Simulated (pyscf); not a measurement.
Optimised with ωB97X-D3(BJ)/def2-SVP in PySCF.

Question: For hydrogen fluoride (HF) + HO–Ge•(F)–F -> F–Ge•(F)–F + water (H₂O), a four-centre exchange (doublet surface; F–H, Ge–O broken, F–Ge, H–O formed), PBE/def2-TZVP gives ΔE‡ = -0.7 kcal/mol and ΔE = -5.0 kcal/mol (zero: the separated reactants). In which direction and how far do B3LYP-D3(BJ)/def2-TZVP, PBE0-D3(BJ)/def2-TZVP, ωB97M-D3(BJ)/def2-TZVP move these?

Answer: B3LYP-D3(BJ): ΔE‡ = 3.0 kcal/mol, ΔE = -4.8 kcal/mol; PBE0-D3(BJ): ΔE‡ = 1.9 kcal/mol, ΔE = -4.4 kcal/mol; ωB97M-D3(BJ): ΔE‡ = 3.2 kcal/mol, ΔE = -5.1 kcal/mol. PBE's barrier lies under all of them, by 2.6 to 3.9 kcal/mol. Its reaction energy matches one of them and lies within 0.6 kcal/mol of the others. On the reactant side the descent ends in a complex, 6.2 kcal/mol under the separated species and 9.7 kcal/mol under the saddle at ωB97X-D3(BJ)/def2-TZVP. On the product side the descent ends in a complex, 6.3 kcal/mol under the separated species and 14.5 kcal/mol under the saddle at ωB97X-D3(BJ)/def2-TZVP. At PBE the saddle lies under the separated reactants, which points to a path from their complex (located at ωB97X-D3(BJ) alone). This is the saddle that the search found; another between the same sides may lie lower. Elements up to Kr have no core potential and no relativistic terms here.
